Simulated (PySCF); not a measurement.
Structure problem from calculated spectra and properties.

Formula: C2H6O3S.

| Property | Result |
| --- | --- |
| NMR, other nuclei | isotropic shieldings of nuclei other than C and H, by class: 109 (2 O), 161 (1 O), 181 (1 S) ppm [GIAO PBE0/pcSseg-1] |
| UV, first state | lowest singlet excitation: 7.73 eV (160 nm, f = 0.004) [TDDFT PBE0/def2-SVPD] |
| 1H NMR | chemical shifts (computed TMS as zero) by class: 4.00 (3 H), 2.70 (3 H) ppm [GIAO PBE0/pcSseg-1] |
| Dipole | 3.07 D [PBE0/def2-SVPD] |
| Rotational structure | rotational constants A, B, C: 4.551, 2.654, 2.534 GHz [GFN2-xTB] |
| UV, strongest line | among the 6 lowest singlet transitions: S5 at 8.65 eV (143 nm, f = 0.066) [TDDFT PBE0/def2-SVPD] |
| Triplet | lowest triplet excitation (Tamm–Dancoff): 7.47 eV [TDA PBE0/def2-SVPD] |
| Polarisability | 55.4 au [PBE0/def2-SVPD] |
| 13C NMR | chemical shifts (computed TMS as zero) by class: 48.0 (1 C), 43.4 (1 C) ppm [GIAO PBE0/pcSseg-1] |

The electronic properties come from PySCF, for the isolated species, density fitting. Levels stand in brackets. One conformer (not necessarily the lowest) at the GFN2-xTB geometry, without solvent, vibrations or thermal averaging. Each NMR value is the plain mean over a class of atoms that symmetry, rotation or inversion makes alike.

Question: What is the compound? Reason from the data.

Answer: Numbering: `[CH3:1][O:2][S:3]([CH3:4])(=[O:5])=[O:6]`. 2 carbons fall into 2 classes; from least to most shielded: methoxy carbon [C1] (48.0 ppm), S-methyl carbon [C4] (43.4 ppm). Hydrogen classes from least to most shielded: 3 H on a methoxy carbon, C1 (4.00 ppm), 3 H on an S-methyl carbon, C4 (2.70 ppm). The other shieldings belong to: 109 ppm, sulfonyl oxygen [O5/O6]; 161 ppm, oxygen bonded to C and S [O2]; 181 ppm, sulfonyl sulfur [S3]. The optimised geometry has point group Cs and is an asymmetric top. Structure: methyl methanesulfonate, `COS(C)(=O)=O`. Computed isomers that give other values at the same levels: `COS(=O)OC` (smallest rotational constant: 2.143 GHz; this holds for the one conformer computed). The assignments are read from this structure; whether some other isomer fits the data as well wasn't checked.

Conformer computed: `[CH3:1][O:2][S:3]([CH3:4])(=[O:5])=[O:6]`: C1–O2–S3–C4 180°.
